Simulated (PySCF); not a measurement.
**OH: bond curves at several levels of theory**

What are the lowest state that PBE0 finds, the bond length, vibrational wavenumber and bond energy of OH, and how much do these hang on the method?

Program: PySCF 2.14.0. Level of theory: H cc-pVDZ, O cc-pVDZ, no relativity. These are calculated values, not measurements.

### Step 1. The job

The job is set up so:

```yaml
atoms: H, O
charge: 0
basis: H cc-pVDZ, O cc-pVDZ
Hamiltonian: no relativity
basis_functions: 19
electrons_treated: 9
masses_in_u: 1.0078, 15.9949
levels: PBE0, PBE, r²SCAN, M06, PW91, LDA, HF, MP2, SCS-MP2, CCSD, CCSD(T)
grid: 80 radial by 434 angular points
occupations: held fixed by the projection of orbital angular momentum
dissociation_limit: H + O, each in its ground configuration
starting_distance_in_angstrom: 0.920
values_of_2S_to_try: 1, 3
```

Started as:

```
$ OMP_NUM_THREADS=1 python dia.py task.json out
```

The runs that follow: First curve: PBE0; PBE; r²SCAN (meta-GGA); M06; PW91; LDA; UHF; Correlated methods on the Hartree–Fock reference.

Q: Predict the outcome of this session. Wanted: for each run, Re; ωe; De; μ.

As calculated:

Lowest PBE0 solution found, without spin–orbit coupling: ²Π (doublet), unpaired electrons π ↑.

| level | Re (Å) | ωe (cm⁻¹) | De (eV) | μ (D) |
| --- | --- | --- | --- | --- |
| UHF | 0.958 | 4010 | 2.79 | -1.79 |
| UHF-MP2 | 0.975 | 3791 | 4.07 | n/a |
| UHF-SCS-MP2 | 0.976 | 3766 | 4.08 | n/a |
| UHF-CCSD | 0.978 | 3725 | 4.06 | n/a |
| UHF-CCSD(T) | 0.980 | 3704 | 4.09 | n/a |
| LDA | 0.994 | 3535 | 5.11 | -1.70 |
| PBE | 0.993 | 3519 | 4.50 | -1.63 |
| PW91 | 0.992 | 3519 | 4.51 | -1.63 |
| r²SCAN | 0.981 | 3664 | 4.48 | -1.69 |
| PBE0 | 0.979 | 3705 | 4.34 | -1.69 |
| M06 | 0.978 | 3710 | 4.40 | -1.72 |

De is counted to H + O in their ground configurations. A positive dipole means H(−)O(+).

Differences from CCSD(T) in the same basis:

| level | Re (mÅ) | ωe (%) |
| --- | --- | --- |
| UHF | -22 | +8.3 |
| UHF-MP2 | -5 | +2.4 |
| UHF-SCS-MP2 | -3 | +1.7 |
| UHF-CCSD | -1 | +0.6 |
| LDA | +14 | -4.6 |
| PBE | +13 | -5.0 |
| PW91 | +13 | -5.0 |
| r²SCAN | +2 | -1.1 |
| PBE0 | 0 | 0.0 |
| M06 | -1 | +0.2 |

Judged by CCSD(T) in the same basis: best bond length PBE0 (0 mÅ), worst UHF (-22 mÅ); best wavenumber PBE0 (0.0 %), worst UHF (+8.3 %). Hartree–Fock falls on the short and stiff side, its usual fault. PBE has the long and soft bond that GGAs tend to give. CCSD(T) in a basis this small is itself some way from its limit, more so than the functionals. Of the levels with a De here, UHF gives the least (2.79 eV) and LDA the most (5.11 eV).

Correlated steps freeze 1 core orbital.
